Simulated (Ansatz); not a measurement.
The inner images of a band of AlH3O + H2 (7 atoms, charge 0, multiplicity 1) are given out of order.

Level of theory: Ansatz, RKS r2SCAN-D4/def2-mTZVP.

Initial state:

```xyz
7
Properties=species:S:1:pos:R:3
Al -0.054 -0.249 0.197
O -0.072 -0.728 1.835
H -0.895 -0.804 2.328
H 1.372 -0.195 -0.477
H -1.416 0.046 -0.562
H 0.063 2.521 0.581
H 0.241 2.258 1.255
```

Final state:

```xyz
7
Properties=species:S:1:pos:R:3
Al 0.027 0.471 -0.133
O 0.006 0.127 1.874
H -0.833 -0.295 2.116
H 1.347 -0.277 -0.618
H -1.392 -0.226 -0.414
H 0.063 2.070 -0.011
H 0.019 0.977 2.341
```

Q: Put them in order from the first end to the last, with their energies above the first end.
A.
```xyz
7
Properties=species:S:1:pos:R:3
Al -0.001 0.056 0.108
O 0.009 -0.237 1.842
H -0.837 -0.311 2.297
H 1.391 -0.064 -0.638
H -1.404 0.004 -0.634
H 0.055 1.951 0.783
H 0.026 1.447 1.397
```
B.
```xyz
7
Properties=species:S:1:pos:R:3
Al 0.012 0.219 0.016
O 0.026 -0.003 1.882
H -0.818 -0.231 2.299
H 1.398 -0.120 -0.663
H -1.416 -0.073 -0.610
H 0.040 1.860 0.700
H -0.004 1.195 1.531
```
C.
```xyz
7
Properties=species:S:1:pos:R:3
Al -0.020 -0.098 0.150
O -0.016 -0.441 1.835
H -0.847 -0.412 2.321
H 1.382 -0.087 -0.578
H -1.402 0.030 -0.623
H 0.072 2.145 0.718
H 0.068 1.710 1.332
```
D.
```xyz
7
Properties=species:S:1:pos:R:3
Al -0.040 -0.180 0.173
O -0.044 -0.582 1.834
H -0.865 -0.612 2.335
H 1.376 -0.149 -0.525
H -1.410 0.048 -0.596
H 0.095 2.342 0.641
H 0.125 1.981 1.294
```
E.
```xyz
7
Properties=species:S:1:pos:R:3
Al 0.019 0.384 -0.103
O 0.020 0.080 1.896
H -0.817 -0.235 2.271
H 1.377 -0.220 -0.664
H -1.406 -0.170 -0.562
H 0.054 1.946 0.365
H -0.009 1.062 1.953
```

A: D (+0.01 eV), C (+0.11 eV), A (+0.47 eV), B (+1.02 eV), E (+0.54 eV).

Run time: 77 s on 1 thread of AMD EPYC 7R43 64-Core Processor (Zen 3), with other jobs on the host, peak memory 0.13 GiB.
